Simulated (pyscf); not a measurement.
Elementary routes open to `[NH2][SiH2][F]` + `[H][H]` in the gas phase (singlet surface):
A. `[F][SiH3]` + `[NH3]` (N–Si, H–H broken; H–Si, H–N formed)
B. `[NH2][SiH3]` + `[FH]` (F–Si, H–H broken; H–Si, F–H formed)

Structures and frequencies: ωB97X-D3(BJ)/def2-SVP in PySCF.

### Question
Rank the routes by free-energy barrier at 600 K, lowest first, for ωB97M-D3(BJ)/def2-TZVP energies (ideal gas, 1 atm, RRHO with modes under 100 cm⁻¹ raised to 100, one conformer, R ln 2 for chiral ones without a mode under 150 cm⁻¹).

### Answer
A (63.8 kcal/mol), B (74.6 kcal/mol)

Route A is the fastest of these, ahead of the next by 10.8 kcal/mol. The most stable products are those of A (ΔG = +13.9 kcal/mol), so kinetics and thermodynamics agree. At 1200 K A is still the fastest. A: On the product side the descent ends in a complex (not fully relaxed), 4.3 kcal/mol under the separated species and 36.2 kcal/mol under the saddle at ωB97X-D3(BJ)/def2-TZVP. Only these routes are compared; each barrier is that of the saddle found, and lower ones may exist.
